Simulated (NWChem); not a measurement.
Molecule: NO2, doublet; SMILES O=N[O]

All runs: NWChem. Spin-unrestricted. In the optimisation the excess spin sits in a1 (C2v, its own frame). Coordinates come from a PBE0/def2-SVP, spin-unrestricted optimisation. No stability test was run on the SCF state. Level: M05-2X/def2-SVP with SMD (1 M gas to 1 M solution), gas-phase geometry. Reactions with the solvent are ignored.

### Question
Estimate the computed values for solvent water. Quantities: solvation free energy (kcal/mol); cavity-dispersion-structure term (kcal/mol); dipole in solution (D).

### Answer
| Quantity | Value |
|---|---|
| solvation free energy (kcal/mol) | 2.7 |
| cavity-dispersion-structure term (kcal/mol) | 4.4 |
| dipole in solution (D) | 0.49 |
